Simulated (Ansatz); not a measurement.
Reaction (SMILES): [OH] (OH) → OH+ (triplet, bonded as [OH]) + e-
B3LYP-D3(BJ)/def2-TZVP geometries, fixed; electronic energies without zero-point terms.

Effect of the final integration grid (spheres per factor e of radius in core and valence, angular degree) at PBE/cc-pVTZ with Ansatz (a first-principles code), against the last row, where the adiabatic ionisation energy is 13.05 eV. Open shells are unrestricted. The default's grid is 13, 11, 36.

| setting | largest shift of a total energy (mEh) | shift of the adiabatic ionisation energy (eV) |
|---|---|---|
| accuracy: medium (default) | 0.000 | 0.000 |
| final_grid: 4, 3, 11 | 0.571 | 0.013 |
| final_grid: 6, 5, 17 | 0.016 | 0.000 |
| final_grid: 8, 7, 23 | 0.001 | 0.000 |
| final_grid: 10, 9, 29 | 0.000 | 0.000 |
| final_grid: 18, 15, 47 | 0.000 | 0.000 |
| final_grid: 26, 22, 59 | 0.000 | 0.000 |

Within 0.005 eV in the adiabatic ionisation energy: accuracy: medium (default); final_grid: 6, 5, 17; final_grid: 8, 7, 23; final_grid: 10, 9, 29; final_grid: 18, 15, 47. The largest shift is 0.571 mEh in a total energy and 0.013 eV in the difference.
